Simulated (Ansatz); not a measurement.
AlN₂. Charge 0, multiplicity 2. Geometry r2SCAN-D4/def2-TZVP, basis def2-TZVP, Ansatz.

```xyz
3

Al   -0.010   -0.179   -1.686
N     0.003    0.022    0.281
N     0.008    0.157    1.405
```

```json
{"run": "A", "HOMO (eV)": "-3.82", "LUMO (eV)": "-3.79"}
{"run": "B", "HOMO (eV)": "-4.65", "LUMO (eV)": "-2.59"}
{"run": "C", "HOMO (eV)": "-4.40", "LUMO (eV)": "-2.73"}
{"run": "D", "HOMO (eV)": "-3.80", "LUMO (eV)": "-3.30"}
{"run": "E", "HOMO (eV)": "-6.86", "LUMO (eV)": "-0.44"}
{"run": "F", "HOMO (eV)": "-4.08", "LUMO (eV)": "-3.44"}
```

LC-ωPBE has ω = 0.4 bohr⁻¹. B3LYP takes the VWN-RPA correlation. HOMO above LUMO, or a gap near zero within one spin, warns that the state may not be the lowest or that an electron is smeared out. The structure comes from a short search, and lower isomers may exist.

HOMO and LUMO are taken over both spins.

Task: The runs used B3LYP, B97M-V, LC-ωPBE, LDA (SPW92), PBE0, r2SCAN. Estimate which is which.

Result: A LDA (SPW92) (0 % exact exchange); B PBE0 (25 % exact exchange); C B3LYP (20 % exact exchange); D B97M-V (0 % exact exchange); E LC-ωPBE (range-separated); F r2SCAN (0 % exact exchange). Exact exchange lowers occupied and raises empty levels; among semilocal functionals meta-GGAs tend to open the gap a little, and such runs are hard to tell apart. The gap grows from 0.03 eV (LDA (SPW92)) to 6.42 eV (LC-ωPBE). At LDA (SPW92)/def2-TZVP the gap within one spin of the charge 0 doublet nearly closes, so an electron or hole may be smeared out by delocalisation error. At r2SCAN-D4/def2-TZVP the program marks the result for the charge 0 doublet as doubtful (asymmetric forces).
